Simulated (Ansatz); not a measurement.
# C5H6: basis-set convergence

One table from this session's results is given with a row withheld; the runs are named, their logs left out.

Computed with Ansatz 0.2.0, Gaussian basis. Level: one geometry, several basis sets.

Levels to be run: PBE0-D4/def2-SVP; ωB97M-V/def2-SVP; PBE0-D4/def2-QZVPP; ωB97M-V/def2-QZVPP; the functionals' def2-TZVPP values are taken from earlier runs.

**The relaxed structure**

An earlier PBE0-D4 in a triple-zeta def2 set relaxation fixed the geometry.

SMILES `C#C/C=C/C`, 11 atoms, charge 0, spin multiplicity 1.

Atoms are counted from 1 here; the program's logs count them from 0.

Bond lengths: C1–C2 1.204 Å, C1–H6 1.064 Å, C2–C3 1.417 Å, C3–C4 1.335 Å, C3–H7 1.088 Å, C4–C5 1.485 Å, C4–H8 1.087 Å, C5–H9 1.095 Å, C5–H10 1.095 Å, C5–H11 1.091 Å. Angles: C2–C1–H6 179.5°, C1–C2–C3 178.5°, C2–C3–C4 124.1°, C2–C3–H7 116.3°, C4–C3–H7 119.5°, C3–C4–C5 124.4°, C3–C4–H8 118.4°, C5–C4–H8 117.2°, C4–C5–H9 110.9°, C4–C5–H10 110.9°, C4–C5–H11 111.7°, H9–C5–H10 106.4°, H9–C5–H11 108.4°, H10–C5–H11 108.4°.

Set-up of the first run:

Input file in.yaml:

```yaml
crystal:
  periodic: [false, false, false]
  atoms:
    - {symbol: C, position_ang: [-1.430649, 1.967218, 1.821569]}
    - {symbol: C, position_ang: [-0.880884, 1.049243, 1.270388]}
    - {symbol: C, position_ang: [-0.238371, -0.051886, 0.652855]}
    - {symbol: C, position_ang: [0.245322, -0.034931, -0.591365]}
    - {symbol: C, position_ang: [0.920115, -1.185027, -1.245075]}
    - {symbol: H, position_ang: [-1.915503, 2.783742, 2.301366]}
    - {symbol: H, position_ang: [-0.146474, -0.955508, 1.252018]}
    - {symbol: H, position_ang: [0.143249, 0.877687, -1.173254]}
    - {symbol: H, position_ang: [1.938053, -0.919580, -1.548398]}
    - {symbol: H, position_ang: [0.391906, -1.480250, -2.157481]}
    - {symbol: H, position_ang: [0.973237, -2.050698, -0.582634]}
basis:
  gaussian: {orbitals: def2-SVP}
hamiltonian: {xc: pbe0, dispersion: d4}
output: {orbitals: {seedname: orbitals}}
```

Launch:

```bash
> ansatz run in.yaml --threads 4 --pin off --events-out ev --progress --plain --max-ram 10444MiB
```

Steps of the session up to this table: PBE0-D4 in def2-SVP; ωB97M-V in def2-SVP; PBE0-D4 in def2-QZVPP; ωB97M-V in def2-QZVPP.

One table of the session follows, with a row left open; its other results are not shown here.

It belongs to the step «Functionals by basis». 

```
functional       basis  HOMO (eV)
   PBE0-D4    def2-SVP      -6.76
   PBE0-D4  def2-TZVPP      -6.81
   PBE0-D4  def2-QZVPP          ?
   ωB97M-V    def2-SVP      -8.85
   ωB97M-V  def2-TZVPP      -8.91
   ωB97M-V  def2-QZVPP      -8.93
```

Estimate the missing values for PBE0-D4, def2-QZVPP.

As computed: HOMO (eV): -6.83. In the column «HOMO (eV)» it lies between ωB97M-V, def2-SVP (-8.85) and PBE0-D4, def2-TZVPP (-6.81).
